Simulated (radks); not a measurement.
# Li²⁺ in 1s0.75 2p0.25: an all-electron calculation

What are the levels of the lithium ion Li2+, how large are its shells, and how does its energy divide?

The numbers are computed with radks (a radial shooting solver on a logarithmic mesh, Libxc functionals) version 1 (scalar-relativistic Kohn-Sham, r2SCAN, spin-unpolarised, spherical densities, finite nucleus), except any that are marked as measured or tabulated.

## Step 1: The atom as given

* element: lithium (Z = 3)
* charge: +2
* electrons: 1
* configuration: 1s0.75 2p0.25
* nuclear rms radius: 2.444 fm

## Step 2: The run

The run's settings:

```text
Z 3
configuration 1s0.75 2p0.25 2s0 3p0
relativity scalar-relativistic
functional r2scan,r2scan
spin unpolarised
nucleus finite rms 2.444 fm
c 137.035999084
```

Started as:

```bash
> python run_ks.py task.json out
```

This one command runs every case of the session in turn.

What does the calculation give?

The runs gave:

```
                        quantity                value
                    total energy     -3.54156 hartree
exchange-correlation share of it              15.37 %
                            −T/E               0.9957
          highest occupied level       2p, -18.623 eV
    most extended occupied level  2p, <r> = 2.04 bohr
 radius at density 0.001 e/bohr³            2.50 bohr
    maxima of the radial density                    1
```

**Reading.** 2 principal shells are occupied and 1 maxima appear in the radial density; where shells overlap, one shows as a shoulder or not at all. This is not the tabulated ground configuration, so its levels and sizes aren't those of the ground state, and no measured value stands beside it.
